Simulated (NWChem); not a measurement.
The numbers come from NWChem runs, not from measurements. System: Cl (-1), charge -1, spin multiplicity 1. Level: CCSD(T)/def2-TZVPD, 5 core orbitals frozen.

Job file:

```
start mol
memory heap 100 mb stack 700 mb global 1900 mb
charge -1
geometry units angstroms nocenter noautoz
  Cl     0.000000     0.000000     0.000000
  symmetry group D2h
end
basis spherical
  * library def2-tzvpd
end
scf
  rhf
  nopen 0
  maxiter 100
  thresh 1e-7
  semidirect memsize 60000000 filesize 0
end
tce
  freeze core 5
  ccsd(t)
  2eorb
  2emet 13
  thresh 1e-6
  maxiter 100
  tilesize 24
end
task tce energy
```

Part of the output:

```
             Northwest Computational Chemistry Package (NWChem) 7.3.0
             --------------------------------------------------------

                                NWChem Input Module
                                -------------------

 Scaling coordinates for geometry "geometry" by  1.889725989
 (inverse scale =  0.529177249)

                             Geometry "geometry" -> ""
                             -------------------------

 Output coordinates in angstroms (scale by  1.889725989 to convert to a.u.)

  No.       Tag          Charge          X              Y              Z
 ---- ---------------- ---------- -------------- -------------- --------------
    1 Cl                  17.0000     0.00000000     0.00000000     0.00000000

 Effective nuclear repulsion energy (a.u.)       0.0000000000

            Nuclear Dipole moment (a.u.)
            ----------------------------
        X                 Y               Z
 ---------------- ---------------- ----------------
     0.0000000000     0.0000000000     0.0000000000

      Symmetry information
      --------------------

 Group name             D2h
 Group number             26
 Group order               8
 No. of unique centers     1

      Symmetry unique atoms

     1


 Summary of "ao basis" -> "" (spherical)
 ------------------------------------------------------------------------------
       Tag                 Description            Shells   Functions and Types
 ---------------- ------------------------------  ------  ---------------------
 *                         def2-tzvpd                 on all atoms

 Summary of "ao basis" -> "ao basis" (spherical)
 ------------------------------------------------------------------------------
       Tag                 Description            Shells   Functions and Types
 ---------------- ------------------------------  ------  ---------------------
 Cl                        def2-tzvpd               16       46   6s6p3d1f

                                 NWChem SCF Module
                                 -----------------

  ao basis        = "ao basis"
[...]
            Beta electrons :     9
           No. of orbitals :    92
            Alpha orbitals :    46
             Beta orbitals :    46
        Alpha frozen cores :     5
         Beta frozen cores :     5
     Alpha frozen virtuals :     0
      Beta frozen virtuals :     0
         Spin multiplicity : singlet
    Number of AO functions :    46
       Number of AO shells :    16
        Use of symmetry is : on
      Symmetry adaption is : on
         Schwarz screening : 0.10D-09

          Correlation Information
          -----------------------
          Calculation type : Coupled-cluster singles & doubles w/ perturbation
   Perturbative correction : (T)
            Max iterations :      100
        Residual threshold : 0.10D-05
     T(0) DIIS level shift : 0.00D+00
     L(0) DIIS level shift : 0.00D+00
     T(1) DIIS level shift : 0.00D+00
     L(1) DIIS level shift : 0.00D+00
     T(R) DIIS level shift : 0.00D+00
     T(I) DIIS level shift : 0.00D+00
   CC-T/L Amplitude update :  5-th order DIIS
                I/O scheme : Global Array Library
        L-threshold :  0.10D-05
        EOM-threshold :  0.10D-05
 no EOMCCSD initial starts read in
 TCE RESTART OPTIONS
 SLICE:      F
 D4D5:       F
 quantumc:   F
 qrotation:  F
 pwtce:      F
 qducc:      F
 nacto:                         0
 nrotv:                         0
 nrot:                          0

            Memory Information
            ------------------
          Available GA space size is     249034684 doubles
          Available MA space size is     104853924 doubles

 Maximum block size supplied by input
 Maximum block size        24 doubles

 tile_dim =      9

 -------------------------------------------------

 Global array virtual files algorithm will be used

 Parallel file system coherency ......... OK

 4-electron integrals stored in orbital form

 v2    file size   =            81676
 4-index algorithm nr.  13 is used
 imaxsize =       30
 imaxsize ichop =        0


CCSD iterations
 ---------------------------------------------------------
 Iter          Residuum       Correlation     Cpu    Wall
 ---------------------------------------------------------
    1   0.1095272580242  -0.2005342412254     0.5     0.5
    2   0.0248381667347  -0.2129568620757     0.5     0.5
    3   0.0072563749179  -0.2159632675242     0.5     0.5
    4   0.0024722971408  -0.2165942098084     0.5     0.5
    5   0.0008989180507  -0.2167954793124     0.5     0.5
    6   0.0001893452084  -0.2168684919785     0.5     0.5
    7   0.0000895497523  -0.2168793370636     0.5     0.5
    8   0.0000353330890  -0.2168805043616     0.5     0.5
    9   0.0000202199971  -0.2168805741617     0.6     0.6
   10   0.0000092060969  -0.2168808952971     0.5     0.5
   11   0.0000011450250  -0.2168810317041     0.5     0.5
   12   0.0000004641060  -0.2168811011358     0.5     0.5
 -----------------------------------------------------------------
 Iterations converged
 CCSD correlation energy / hartree =        -0.216881101135821
 CCSD total energy / hartree       =      -459.781592549963250

 Singles contributions

 Doubles contributions
 CCSD(T)
 Using plain CCSD(T) code
             total no. of tasks         1740
 total no. of tasks / no. procs         1740
                         wl_min            1           1.0
                         wl_max          729           3.0
        thresh for no. of tasks         1740

 CCSD[T]  correction energy / hartree =        -0.008952360099447
 CCSD[T] correlation energy / hartree =        -0.225833461235268
 CCSD[T] total energy / hartree       =      -459.790544910062692
 CCSD(T)  correction energy / hartree =        -0.008882685677669
 CCSD(T) correlation energy / hartree =        -0.225763786813490
 CCSD(T) total energy / hartree       =      -459.790475235640940

 Task  times  cpu:        8.9s     wall:        8.9s

 Total times  cpu:        9.0s     wall:        9.0s
```
